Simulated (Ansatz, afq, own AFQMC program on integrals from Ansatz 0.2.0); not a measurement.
# Where AFQMC and coupled cluster stand for SiO, triplet

```yaml
atoms:
  - { symbol: Si, position_ang: [0.0000, 0.0000, 0.0000] }
  - { symbol: O, position_ang: [0.0000, 0.0000, 2.3430] }
```

Basis 6-31G. Only valence electrons are correlated. Integrals, coupled cluster, full CI and functionals: Ansatz 0.2.0; the random walks run on the same integrals in our own AFQMC program. ph-AFQMC/CISD is guided by a CISD state made of CCSD amplitudes; releasing the constraint for a short imaginary time cuts its bias at the price of noise, slowly where states lie close. Uncertainties: one standard error, sampling alone.

Determinant: UHF, the one that the program's search chose, which needn't be the lowest solution. The geometry is a point of a scan.

Full CI on the same integrals is exact in this basis and with this determinant's frozen core.

Cautions: lower spins were not checked; strong correlation (T1 0.088, weight of the determinant 0.75, largest double 0.14); (Q) is large, 116 meV, so the cluster series hasn't closed; unrestricted determinant spin contaminated (⟨S²⟩ 2.43 against 2.00); CCSD(T) is in doubt: in a space of 10 electrons in 9 natural orbitals full CI lies 119 meV below it; the CCSDT(Q) amplitudes may be one of several solutions (largest double 0.61); the CCSDTQ amplitudes may be one of several solutions (largest double 0.79); the released energies have errors that jump between times, so the bars are unsure, so no released level is given (meV from the phaseless value at times in 1/Eh: -68 ± 58 at 0.24, -23 ± 5 at 0.51, -102 ± 60 at 0.99, -53 ± 14 at 1.62, -48 ± 7 at 2.40); the determinant fills πx and πy unequally, so it mixes two states of the linear molecule, and each level undoes that mixture to a different degree, while full CI gives the lower state.

The T1 diagnostic is 0.0883. The weight of the determinant in the CISD state is 0.746, the ⟨S²⟩ of the determinant is 2.425 and the size of the correlated space is 10 electrons in 16 orbitals.

| level | correlation energy (eV) |
| --- | --- |
| MP2 | -2.7352 |
| CCSD | -3.7994 |
| CCSD(T) | -3.9176 |

(1) Estimate where phaseless AFQMC with a CISD trial lies against CCSD(T) on the same integrals.

(1) 1.75 ± 0.12 kcal/mol below CCSD(T).

Reference: full CI, correlation energy -4.184 eV. The cautions show a poor starting determinant, so the rows tell how each method copes with it here, and full CI is the sure value.

```
        level  E − E(reference) (kcal/mol)  share of correlation (%)
      CCSD(T)                         6.15                     93.63
        CCSDT                         1.47                     98.48
     CCSDT(Q)                        -1.20                    101.24
       CCSDTQ                         0.05                     99.95
ph-AFQMC/CISD                  4.39 ± 0.12                     95.45
```

CCSDT and higher add their correlation energy to the determinant of the CCSD(T) run, since their own runs factorise the integrals more tightly (a shift of under 2 meV).
